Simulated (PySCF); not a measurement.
Match the calculated data to a structure.

All candidates are C3H5FS.

| technique | computed result |
| --- | --- |
| 1H NMR | chemical shifts (computed TMS as zero) by class: 5.33 (1 H), 2.78 (1 H), 1.34 (3 H) ppm [GIAO PBE0/pcSseg-1] |
| NMR, other nuclei | isotropic shieldings of nuclei other than C and H, by class: 363 (1 F), 618 (1 S) ppm [GIAO PBE0/pcSseg-1] |
| 13C NMR | chemical shifts (computed TMS as zero) by class: 90.2 (1 C), 36.8 (1 C), 21.2 (1 C) ppm [GIAO PBE0/pcSseg-1] |
| Rotational structure | rotational constants A, B, C: 5.520, 3.617, 2.406 GHz [PBE0-D3(BJ)/def2-SVP] |
| UV, strongest line | among the 10 lowest singlet transitions: S6 at 7.64 eV (162 nm, f = 0.092) [TDDFT CAM-B3LYP/def2-SVPD] |
| Triplet | lowest triplet excitation (Tamm–Dancoff): 4.59 eV [TDA CAM-B3LYP/def2-SVPD] |
| Polarisability | 56.7 au [CAM-B3LYP/def2-SVPD] |
| UV, first state | lowest singlet excitation: 5.02 eV (247 nm, f = 0.000) [TDDFT CAM-B3LYP/def2-SVPD] |
| Valence photoelectron | vertical ionisation energy: 9.40 eV [ΔSCF CAM-B3LYP/def2-SVPD] |

The electronic properties come from PySCF, for the isolated species, density fitting. Levels stand in brackets. Isolated species at its PBE0-D3(BJ)/def2-SVP geometry, gas phase. NMR classes are plain means over equivalent atoms (diastereotopic ones count apart unless rotation or inversion swaps them), as if these changed places fast.

**Question.** Which candidate is it?
A. `C=C(F)SC`
B. `CS/C=C/F`
C. `C[C@@H]1S[C@@H]1F`
D. `C[C@@H]1S[C@H]1F`
E. `F[C@@H]1C[C@@H]1S`

**Answer.** D. It is `C[C@@H]1S[C@H]1F`. Numbering: `[CH3:1][C@@H:2]1[S:3][C@H:4]1[F:5]`. Its formula, C3H5FS, gives 1 degree of unsaturation: 1 ring and 0 π bonds in the structure found. 3 carbons fall into 3 classes; from least to most shielded: sp3 C–F carbon [C4] (90.2 ppm), ring sp3 carbon bound to sulfur [C2] (36.8 ppm), methyl carbon [C1] (21.2 ppm). Hydrogen classes from least to most shielded: 1 H on an sp3 C–F carbon, C4 (5.33 ppm), 1 H on an sp3 carbon bound to sulfur, C2 (2.78 ppm), 3 H on a methyl carbon, C1 (1.34 ppm, a mean of values up to 1.5 ppm apart in this geometry). The other shieldings belong to: 363 ppm, alkyl fluorine [F5]; 618 ppm, sulfide sulfur [S3]. The first electron is taken from the HOMO, whose largest Löwdin shares are 0.75 on the sulfide sulfur, 0.09 on the sp3 carbon bound to sulfur and 0.07 on the sp3 C–F carbon. The optimised geometry has point group C1 and is an asymmetric top.

The others, at the same levels:
- `CS/C=C/F` fails: its computed 13C shifts are 152.4 (1 C), 119.6 (1 C), 20.2 (1 C) ppm, 1H shifts are 6.53 (1 H), 5.44 (1 H), 2.09 (3 H) ppm and vertical ionisation energy is 8.33 eV (against 9.40 eV).
- `C[C@@H]1S[C@@H]1F` fails: its computed 1H shifts are 5.81 (1 H), 2.60 (1 H), 1.53 (3 H) ppm, strongest line among the 10 lowest singlet transitions is S8 at 8.13 eV (152 nm, f = 0.056) (against S6 at 7.64 eV) and rotational constant A is 4.825 GHz (against 5.520 GHz).
- `C=C(F)SC` fails: its computed 13C shifts are 171.7 (1 C), 99.1 (1 C), 17.3 (1 C) ppm, 1H shifts are 5.03 (1 H), 4.87 (1 H), 2.14 (3 H) ppm and lowest singlet excitation is 5.39 eV (230 nm, f = 0.072) (against 5.02 eV).
- `F[C@@H]1C[C@@H]1S` fails: its computed 13C shifts are 70.9 (1 C), 16.5 (1 C), 14.7 (1 C) ppm, 1H shifts are 4.14 (1 H), 2.35 (1 H), 1.68 (1 H), 0.95 (1 H), 0.92 (1 H) ppm and lowest singlet excitation is 5.72 eV (217 nm, f = 0.002) (against 5.02 eV).

Each candidate is one conformer, not necessarily the lowest. The conformers computed, where there is a choice (atom-mapped SMILES and torsion angles):
- `[CH3:1][S:2]/[CH:3]=[CH:4]/[F:5]`: C1–S2–C3–C4 180°
- `[CH2:1]=[C:2]([F:3])[S:4][CH3:5]`: C1–C2–S4–C5 -142°
- `[F:1][C@@H:2]1[CH2:3][C@@H:4]1[SH:5]`: H–S5–C4–C3 -133°
